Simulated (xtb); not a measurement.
xtb input (GFN2-xTB):

```bash
xtb mol.xyz --gfn 2 --sp --chrg 1 --uhf 0
```
mol.xyz:
```
7

C     -0.02065591    -0.69117402     0.00191644
C      0.00318902     0.79171158    -0.00228017
H      0.99466639    -1.11708979     0.00736434
H     -0.52510368    -1.08729619     0.88639995
H     -0.51775387    -1.09242584    -0.88441419
H      0.07265744     1.34947244     0.92131550
H      0.08033507     1.34411399    -0.92848321
```

Output:

```
           -------------------------------------------------
          |                Calculation Setup                |
           -------------------------------------------------

           -------------------------------------------------
          |                 G F N 2 - x T B                 |
           -------------------------------------------------

        Reference                      10.1021/acs.jctc.8b01176
      * Hamiltonian:
        H0-scaling (s, p, d)           1.850000    2.230000    2.230000
        zeta-weighting                 0.500000
      * Dispersion:
        s8                             2.700000
        a1                             0.520000
        a2                             5.000000
        s9                             5.000000
      * Repulsion:
        kExp                           1.500000    1.000000
        rExp                           1.000000
      * Coulomb:
        alpha                          2.000000
        third order                    shell-resolved
        anisotropic                    true
        a3                             3.000000
        a5                             4.000000
        cn-shift                       1.200000
        cn-exp                         4.000000
        max-rad                        5.000000

          ...................................................
          :                      SETUP                      :
          :.................................................:
          :  # basis functions                  13          :
          :  # atomic orbitals                  13          :
          :  # shells                            9          :
          :  # electrons                        12          :
          :  max. iterations                   250          :
          :  Hamiltonian                  GFN2-xTB          :
          :  restarted?                      false          :
          :  GBSA solvation                  false          :
          :  PC potential                    false          :
          :  electronic temp.          300.0000000     K    :
          :  accuracy                    1.0000000          :
          :  -> integral cutoff          0.2500000E+02      :
          :  -> integral neglect         0.1000000E-07      :
          :  -> SCF convergence          0.1000000E-05 Eh   :
          :  -> wf. convergence          0.1000000E-03 e    :
          :  Broyden damping             0.4000000          :
          :  net charge                          1          :
          :  unpaired electrons                  0          :
          ...................................................

 iter      E             dE          RMSdq      gap      omega  full diag
   1     -6.3261616 -0.632616E+01  0.736E+00    3.12       0.0  T
   2     -6.3344086 -0.824693E-02  0.357E+00    1.69       1.0  T
   3     -6.3278235  0.658503E-02  0.378E+00    2.83       1.0  T
   4     -6.3696370 -0.418135E-01  0.440E-01    2.08       1.0  T
   5     -6.3700322 -0.395112E-03  0.146E-01    2.03       1.0  T
   6     -6.3700248  0.738587E-05  0.723E-02    2.06       1.0  T
   7     -6.3700345 -0.974753E-05  0.387E-02    2.04       1.0  T
   8     -6.3700429 -0.835654E-05  0.445E-03    2.05       8.5  T
   9     -6.3700430 -0.114117E-06  0.139E-03    2.05      27.3  T
  10     -6.3700430 -0.589561E-08  0.448E-04    2.05      84.4  T
  11     -6.3700430 -0.865324E-09  0.122E-04    2.05     310.6  T

   *** convergence criteria satisfied after 11 iterations ***

         #    Occupation            Energy/Eh            Energy/eV
      -------------------------------------------------------------
         1        2.0000           -0.8960760             -24.3835
         2        2.0000           -0.8349367             -22.7198
         3        2.0000           -0.7786375             -21.1878
         4        2.0000           -0.7580724             -20.6282
         5        2.0000           -0.7502427             -20.4151
         6        2.0000           -0.7009646             -19.0742 (HOMO)
         7                         -0.6257523             -17.0276 (LUMO)
         8                         -0.1664501              -4.5293
         9                         -0.0886472              -2.4122
        10                         -0.0704563              -1.9172
        11                         -0.0469349              -1.2772
       ...                                ...                  ...
        13                          0.0735422               2.0012
      -------------------------------------------------------------
                  HL-Gap            0.0752124 Eh            2.0466 eV
             Fermi-level           -0.6633585 Eh          -18.0509 eV

 SCC (total)                   0 d,  0 h,  0 min,  0.004 sec
 SCC setup                      ...        0 min,  0.000 sec (  2.735%)
 Dispersion                     ...        0 min,  0.000 sec (  0.962%)
 classical contributions        ...        0 min,  0.000 sec (  0.464%)
 integral evaluation            ...        0 min,  0.000 sec ( 11.112%)
 iterations                     ...        0 min,  0.002 sec ( 54.569%)
 molecular gradient             ...        0 min,  0.001 sec ( 25.968%)
 printout                       ...        0 min,  0.000 sec (  3.819%)

         :::::::::::::::::::::::::::::::::::::::::::::::::::::
         ::                     SUMMARY                     ::
         :::::::::::::::::::::::::::::::::::::::::::::::::::::
         :: total energy              -6.267069312140 Eh    ::
         :: gradient norm              0.088149690826 Eh/a0 ::
         :: HOMO-LUMO gap              2.046632319981 eV    ::
         ::.................................................::
         :: SCC energy                -6.370042893535 Eh    ::
         :: -> isotropic ES            0.122228588552 Eh    ::
         :: -> anisotropic ES         -0.020803801845 Eh    ::
         :: -> anisotropic XC          0.012725694718 Eh    ::
         :: -> dispersion             -0.001088751837 Eh    ::
         :: repulsion energy           0.102973581395 Eh    ::
         :: add. restraining           0.000000000000 Eh    ::
         :: total charge               1.000000000000 e     ::
         :::::::::::::::::::::::::::::::::::::::::::::::::::::

           -------------------------------------------------
          |                Property Printout                |
           -------------------------------------------------

    * Orbital Energies and Occupations

         #    Occupation            Energy/Eh            Energy/eV
      -------------------------------------------------------------
         1        2.0000           -0.8960760             -24.3835
         2        2.0000           -0.8349367             -22.7198
         3        2.0000           -0.7786375             -21.1878
         4        2.0000           -0.7580724             -20.6282
         5        2.0000           -0.7502427             -20.4151
         6        2.0000           -0.7009646             -19.0742 (HOMO)
         7                         -0.6257523             -17.0276 (LUMO)
         8                         -0.1664501              -4.5293
         9                         -0.0886472              -2.4122
        10                         -0.0704563              -1.9172
        11                         -0.0469349              -1.2772
        12                         -0.0191910              -0.5222
        13                          0.0735422               2.0012
      -------------------------------------------------------------
                  HL-Gap            0.0752124 Eh            2.0466 eV
             Fermi-level           -0.6633585 Eh          -18.0509 eV
Note: The following floating-point exceptions are signalling: IEEE_DENORMAL
normal termination of xtb

     #   Z          covCN         q      C6AA      α(0)
     1   6 C        3.749    -0.127    22.996     6.839
     2   6 C        2.829     0.071    26.396     8.419
     3   1 H        0.923     0.279     0.773     1.375
     4   1 H        0.924     0.190     1.151     1.678
     5   1 H        0.924     0.190     1.151     1.678
     6   1 H        0.926     0.198     1.108     1.646
     7   1 H        0.926     0.198     1.108     1.646

 Mol. C6AA /au·bohr⁶  :        226.282129
 Mol. C8AA /au·bohr⁸  :       5063.150144
 Mol. α(0) /au        :         23.281499

Wiberg/Mayer (AO) data.
largest (>0.10) Wiberg bond orders for each atom

 ---------------------------------------------------------------------------
     #   Z sym  total        # sym  WBO       # sym  WBO       # sym  WBO
 ---------------------------------------------------------------------------
     1   6 C    3.959 --     2 C    1.437     5 H    0.898     4 H    0.898
                             3 H    0.723
     2   6 C    3.590 --     1 C    1.437     7 H    0.947     6 H    0.947
                             3 H    0.173
     3   1 H    0.922 --     1 C    0.723     2 C    0.173
     4   1 H    0.964 --     1 C    0.898
     5   1 H    0.964 --     1 C    0.898
     6   1 H    0.961 --     2 C    0.947
     7   1 H    0.961 --     2 C    0.947
 ---------------------------------------------------------------------------

Topologies differ in total number of bonds
Writing topology from bond orders to xtbtopo.mol

molecular dipole:
                 x           y           z       tot (Debye)
 q only:        0.214      -0.092       0.001
   full:        0.210      -0.038       0.001       0.542
molecular quadrupole (traceless):
                xx          xy          yy          xz          yz          zz
 q only:       -2.456      -0.297       3.547      -0.005      -0.015      -1.091
  q+dip:       -3.130      -0.418       3.765      -0.009      -0.014      -0.634
   full:       -1.868      -0.461       3.147      -0.001      -0.015      -1.279

           -------------------------------------------------
          | TOTAL ENERGY               -6.267069312140 Eh   |
          | GRADIENT NORM               0.088149690826 Eh/α |
          | HOMO-LUMO GAP               2.046632319981 eV   |
           -------------------------------------------------

------------------------------------------------------------------------
------------------------------------------------------------------------
 total:
 SCF:
```

This state (charge 1, singlet) is run at the relaxed geometry of the species with charge 0 and multiplicity 2.
